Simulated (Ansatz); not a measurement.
This geometry of AlH3 + H4Si (9 atoms, charge 0, multiplicity 1) is a first-order saddle point.

The calculation used RKS BLYP-D4/def2-SVP in Ansatz 0.2.0.

```xyz
9
Properties=species:S:1:pos:R:3
Al -0.122 -0.124 -0.006
H 0.245 0.378 1.604
H 1.166 0.083 -0.900
H -1.677 0.042 -0.239
Si 0.154 -2.589 0.979
H -0.208 -3.317 -0.289
H 1.546 -2.994 1.368
H -0.806 -3.025 2.049
H 0.243 -0.747 1.526
```

Q: Which two structures does it join? (They come from a converged band through this point; their orientation in space is the band's.)

A: Bonds broken: Al1–H2, Si5–H9. Bonds formed: Al1–Si5, H2–H9. AlH3 + H4Si becomes AlH5Si + H2.

Initial state:

```xyz
9
Properties=species:S:1:pos:R:3
Al -0.033 0.289 0.143
H 0.471 1.139 1.397
H 1.043 -0.446 -0.787
H -1.545 0.397 -0.358
Si 0.145 -2.770 1.123
H -0.240 -3.275 -0.227
H 1.624 -2.725 1.314
H -0.525 -3.549 2.212
H -0.398 -1.353 1.275
```

Final state:

```xyz
9
Properties=species:S:1:pos:R:3
Al -0.089 -0.550 -0.151
H 0.138 0.779 1.663
H 1.178 0.239 -0.718
H -1.551 0.052 -0.374
Si 0.160 -2.830 0.773
H -0.304 -3.854 -0.230
H 1.582 -3.171 1.131
H -0.671 -3.032 2.014
H 0.098 0.074 1.984
```

Q: How far does it lie above each of them?

A: 105.3 kJ/mol above the first and 77.4 kJ/mol above the second. This is the barrier of this one path; another mechanism may lie lower. The orbitals stay closed-shell, which can raise the energy where a bond breaks towards radicals; this wasn't checked here.

Run time: 2.1 min on 1 thread of Intel(R) Xeon(R) 6975P-C (Granite Rapids) (shared host), peak memory 0.14 GiB.
